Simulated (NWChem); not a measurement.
Molecule: hydrazine (N₂H₄); SMILES NN

```xyz
6

N     -0.0605     0.7151     0.0773
N      0.0605    -0.7151     0.0773
H      0.8579     1.0885     0.3045
H     -0.3091     1.0769    -0.8454
H     -0.8579    -1.0885     0.3045
H      0.3091    -1.0769    -0.8454
```
Atoms are numbered in this order, from 1.

All runs use the structure optimised with B3LYP/6-31G* (spherical d).

Symmetry labels are those of C2 in the frame above (b1 and b2, or b-type labels, depend on it). States above −ε(HOMO) = 5.8 eV lie in this functional's continuum and hang on the basis.

### Question
List the 4 lowest vertical singlet excitations from PBE/def2-SVPD, TDA (NWChem).

### Answer
```csv
state,energy (eV),oscillator strength,symmetry,leading excitation (squared amplitude)
S1,5.90,0.005,a,HOMO → LUMO (1.00)
S2,5.98,0.014,b,HOMO−1 → LUMO (0.99)
S3,6.85,0.039,b,HOMO → LUMO+1 (0.99)
S4,6.89,0.039,a,HOMO−1 → LUMO+1 (0.99)
```
